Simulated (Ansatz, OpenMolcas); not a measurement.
# How basis sets differ on SiH (SMILES [SiH])

SiH: 2 atoms, total charge 0, spin state doublet. As SMILES, `[SiH]`. Geometry: relaxed at GFN2-xTB.

```xyz
2

Si    0.0000    0.0000    0.0000
H     0.0000    0.0000    1.5166
```

Quantity: the vertical energy of the quartet above the doublet, in eV. The values are calculated.

```json
{"level": "FCI/3-21G", "kind": "exact in the basis", "program": "Ansatz", "value (eV)": "1.13"}
{"level": "FCI/cc-pVDZ", "kind": "exact in the basis", "program": "OpenMolcas", "value (eV)": "1.55"}
{"level": "FCI/6-311G", "kind": "exact in the basis", "program": "OpenMolcas", "value (eV)": "1.14"}
{"level": "FCI/6-311G**", "kind": "exact in the basis", "program": "Ansatz", "value (eV)": "1.54"}
```

The values span 1.13 to 1.55 eV. High-level rows in very small sets aren't better than simpler rows in larger ones.
